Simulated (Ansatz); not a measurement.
A made-up structure of CH$_{4}$NSi, doublet:

```
7
angstrom
N -0.2779 -1.5061 0.0565
C -0.2754 -0.3277 -0.4312
Si 0.8206 0.9799 0.3159
H -0.9019 -2.1258 -0.4639
H 0.1870 -1.7757 0.9234
H 0.2785 2.3514 0.1300
H 1.2226 0.6821 1.7110
```

It is relaxed with PBE-D4/def2-SVP and then PBE0-D4/def2-TZVP (Ansatz 0.2.0). Atoms count as bonded within 1.22 times the sum of their covalent radii (H–H: 0.88 Å). The end point is not checked to be a true minimum.

Problem. Does its bonding change? (A judgement: the text doesn't fix the answer.)

Solution. By the calculation: No: no bond forms or breaks.

Where it ends: The first stage lowers the energy by 0.54 eV in 9 steps. It ends as CH₄NSi ([NH2][C][SiH2]):
```json
{"atom": "N1", "x (Å)": "-0.2955", "y (Å)": "-1.5791", "z (Å)": "0.0042"}
{"atom": "C2", "x (Å)": "-0.2596", "y (Å)": "-0.2812", "z (Å)": "-0.0666"}
{"atom": "Si3", "x (Å)": "0.8803", "y (Å)": "0.9996", "z (Å)": "0.4269"}
{"atom": "H4", "x (Å)": "-1.1134", "y (Å)": "-2.0893", "z (Å)": "-0.3024"}
{"atom": "H5", "x (Å)": "0.4548", "y (Å)": "-2.1545", "z (Å)": "0.3743"}
{"atom": "H6", "x (Å)": "0.4558", "y (Å)": "2.3188", "z (Å)": "-0.1135"}
{"atom": "H7", "x (Å)": "0.9311", "y (Å)": "1.0640", "z (Å)": "1.9190"}
```

Labels in which every atom is bracketed show which atoms are joined, not bond orders.

For scale, one of the runs: PBE0-D4/def2-TZVP relaxation, 123 basis functions, launched by `ansatz run in.yaml --threads 2 --pin off --events-out ev --progress --plain --max-ram 4352MiB`. Hardware: 2 CPU threads of an Arm Neoverse V1, shared host. Wall time about 26 s.
